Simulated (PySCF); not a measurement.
CH₆NP.
Geometry (PBE0-D3(BJ)/def2-SVP, Å), atoms numbered from 1 in this order:
```xyz
9
CH6NP angstrom
C     -1.5527   -0.4913    0.0425
N     -0.4115    0.0893   -0.6057
P      1.0419    0.0684   -0.0495
H     -1.4904   -1.5926    0.1662
H     -2.4528   -0.3008   -0.5657
H     -1.7648   -0.0729    1.0488
H      1.7623   -1.1655    0.1633
H      1.9120    0.7422   -0.9343
H      1.3845    0.6883    1.2094
```

The calculation used core-valence-separated Tamm–Dancoff BHandHLYP/aug-pcX-1 (pcseg-1 on H, def2-SVPD on P) in PySCF, non-relativistic, gas phase, PBE0-D3(BJ)/def2-SVP geometry. No empirical shift is added; at this level the pattern usually sits a few eV under experiment.

The lowest roots of each edge with f over 0.003 (five at most, numbered afresh; weaker and dark ones are left out), with transition dipoles (au) in the frame of the coordinates:

| root | edge | E (eV) | μx | μy | μz |
| --- | --- | --- | --- | --- | --- |
| 1 | C | 285.92 | 0.0173 | 0.0177 | -0.0269 |
| 2 | C | 286.70 | 0.0011 | -0.0100 | 0.0219 |
| 3 | C | 286.80 | 0.0102 | -0.0611 | -0.0344 |
| 4 | C | 286.97 | 0.0488 | -0.0139 | 0.0383 |
| 5 | C | 287.49 | 0.0260 | 0.0231 | -0.0323 |
| 6 | N | 397.65 | -0.0426 | 0.0121 | -0.0357 |
| 7 | N | 399.17 | 0.0087 | -0.0465 | -0.0264 |
| 8 | N | 400.34 | -0.0208 | -0.0131 | 0.0164 |

What are the oscillator strengths?

f = (2/3) ΔE |μ|², with ΔE in hartree (27.2114 eV):

| root | ΔE (Eh) | \|μ\|² (au) | f | core hole on |
| --- | --- | --- | --- | --- |
| 1 | 10.5074 | 0.001336 | 0.009 | C1 |
| 2 | 10.5359 | 0.000581 | 0.004 | C1 |
| 3 | 10.5398 | 0.005021 | 0.035 | C1 |
| 4 | 10.5458 | 0.004042 | 0.028 | C1 |
| 5 | 10.5650 | 0.002253 | 0.016 | C1 |
| 6 | 14.6133 | 0.003236 | 0.032 | N2 |
| 7 | 14.6692 | 0.002935 | 0.029 | N2 |
| 8 | 14.7123 | 0.000873 | 0.009 | N2 |

Molecules are fixed in this frame and the field points along z. What effective strengths 3 f cos²θ do the roots have (θ between field and μ)?

root 1 (C1): 0.015, root 2 (C1): 0.010, root 3 (C1): 0.025, root 4 (C1): 0.031, root 5 (C1): 0.022, root 6 (N2): 0.037, root 7 (N2): 0.020, root 8 (N2): 0.008. Root 6 is the strongest. Averaged over all orientations cos²θ is 1/3, which gives f back.

